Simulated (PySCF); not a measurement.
**C4H2O: a look at the electrons**

Aim: take C4H2O and compute its lowest excited states and pull one bond apart with RHF, UHF and CASSCF.

Method: levels as typed in each script, gas phase, geometry from GFN2-xTB; program: PySCF 2.14.0.

## (1) The starting structure

SMILES `C#CC=C=O`, 7 atoms, charge 0, spin multiplicity 1.

Bond lengths: C1–C2 1.200 Å, C1–H6 1.048 Å, C2–C3 1.412 Å, C3–C4 1.301 Å, C3–H7 1.079 Å, C4–O5 1.161 Å. Angles: C2–C1–H6 179.8°, C1–C2–C3 178.8°, C2–C3–C4 122.5°, C2–C3–H7 117.9°, C4–C3–H7 119.7°, C3–C4–O5 179.4°.

As a file:

```
atom    x (Å)    y (Å)   z (Å)
  C1  -2.3065  -0.4171  0.0000
  C2  -1.2253   0.1029  0.0000
  C3   0.0336   0.7423  0.0000
  C4   1.1536   0.0803  0.0000
  O5   2.1586  -0.5003  0.0000
  H6  -3.2523  -0.8685  0.0000
  H7   0.0512   1.8215  0.0000
```

## (2) Excited states (B3LYP/6-311g**)

File input.py:

```python
import numpy as np
from pyscf import gto, scf, dft, tdscf
from pyscf.scf import atom_ks, atom_hf
from scipy.linalg import block_diag

def solve(mol, dm0=None, hcore=None):
    mf = (dft.UKS if mol.spin else dft.RKS)(mol, xc='b3lyp')
    mf.grids.level = 3
    mf = mf.density_fit(auxbasis='def2-universal-jkfit')
    mf.conv_tol, mf.max_cycle = 1e-8, 80
    if hcore is not None:
        mf.get_hcore = lambda *args: hcore
    mf.kernel(dm0)
    if not mf.converged:
        mf = mf.newton().run(mf.mo_coeff, mf.mo_occ, max_cycle=30)
    assert mf.converged, 'SCF not converged'
    return mf

mol = gto.M(atom='''
C     -2.30650    -0.41714     0.00000
C     -1.22532     0.10286     0.00000
C      0.03363     0.74227     0.00000
C      1.15362     0.08028     0.00000
O      2.15858    -0.50033     0.00000
H     -3.25235    -0.86853     0.00000
H      0.05123     1.82150     0.00000
''', basis='6-311g**', charge=0, spin=0, verbose=4)
mf = solve(mol)
td = mf.TDDFT()
td.nstates, td.singlet, td.conv_tol = 5, True, 1e-5
td.kernel()
td.analyze()
x, y = np.array([p[0] for p in td.xy]), np.array([p[1] + 0 * p[0] for p in td.xy])
f, mu = td.oscillator_strength(), td.transition_dipole()
nto = [td.get_nto(state=i + 1, verbose=4) for i in range(len(td.e))]
# spherically averaged free atoms, for the promolecule
atm = atom_ks.get_atm_nrks(mol, xc='b3lyp')
pro = block_diag(*[(atm[a[0]][2] * atm[a[0]][3]) @ atm[a[0]][2].T for a in mol._atom])
np.savez('result.npz', e=td.e, f=f, ok=td.converged, w=[n[0] for n in nto], nto=[n[1] for n in nto], x=x, y=y, c=mf.mo_coeff, occ=mf.mo_occ, eps=mf.mo_energy, pro=pro, mu=mu)
```

Command:

```
$ OMP_NUM_THREADS=1 python input.py
```

## (4) Stretching a bond (def2-svp)

File input.py:

```python
import numpy as np
from pyscf import gto, scf, mcscf

mol = gto.M(atom='''
C     -2.30650    -0.41714     0.00000
C     -1.22532     0.10286     0.00000
C      0.03363     0.74227     0.00000
C      1.15362     0.08028     0.00000
O      2.15858    -0.50033     0.00000
H     -3.25235    -0.86853     0.00000
H      0.05123     1.82150     0.00000
''', basis='def2-svp', charge=0, spin=0, verbose=4)
# stretch the bond between atoms 4 and 5, from long to short, fragments rigid
a, b, move = 3, 4, [4]
xyz = mol.atom_coords(unit='Angstrom')
u = xyz[b] - xyz[a]
r0 = np.linalg.norm(u)
rows, last, dm_u = [], None, None
for r in [3.5, 2.75, 2.25, 1.94, 1.69, 1.5, 1.37, 1.25, 1.15]:
    new = xyz.copy()
    new[move] += u / r0 * (r - r0)
    m = mol.set_geom_(new, unit='Angstrom', inplace=False)
    rhf = scf.RHF(m).density_fit(auxbasis='def2-universal-jkfit').run()
    uhf = scf.UHF(m).density_fit(auxbasis='def2-universal-jkfit').newton()
    if dm_u is None:
        c = rhf.mo_coeff
        h = m.nelectron // 2 - 1
        ca, cb = c.copy(), c.copy()
        ca[:, h], cb[:, h] = (c[:, h] + c[:, h + 1]) / 2**.5, (c[:, h] - c[:, h + 1]) / 2**.5
        dm_u = np.array([x[:, :h + 1] @ x[:, :h + 1].T for x in (ca, cb)])
    uhf.kernel(dm0=dm_u)
    for _ in range(3):
        c, _, stable, _ = uhf.stability(return_status=True)
        if stable:
            break
        uhf.kernel(c, uhf.mo_occ)
    dm_u = uhf.make_rdm1()
    mc = mcscf.CASSCF(rhf, 4, 4)
    mc.natorb = True
    mc.fix_spin_(ss=0)
    guess = mcscf.addons.make_natural_orbitals(uhf)[1] if last is None else mcscf.project_init_guess(mc, last.mo_coeff, last.mol)
    mc.kernel(guess)
    last = mc
    act = slice(mc.ncore, mc.ncore + mc.ncas)
    print('r %.3f  RHF %.6f  UHF %.6f  <S^2> %.3f  CASSCF %.6f  occupations' % (r, rhf.e_tot, uhf.e_tot, uhf.spin_square()[0], mc.e_tot), mc.mo_occ[act].round(4))
    rows.append((new, rhf.e_tot, uhf.e_tot, uhf.spin_square()[0], mc.e_tot, mc.mo_occ[act], mc.mo_coeff[:, act], dm_u[0] - dm_u[1], rhf.converged and uhf.converged and mc.converged))
    np.savez('result.npz', **{k: [row[i] for row in rows] for i, k in enumerate('xyz rhf uhf s2 cas occ c spin ok'.split())})
```

(Steps that only read results are left out.)

Q: Predict the outcome of this session. Wanted: lowest singlet excitation.

The runs gave:

| quantity | value |
| --- | --- |
| lowest singlet excitation (B3LYP/6-311g**) | 3.31 eV |

What this shows: All values hold at the given geometry, in the gas phase.
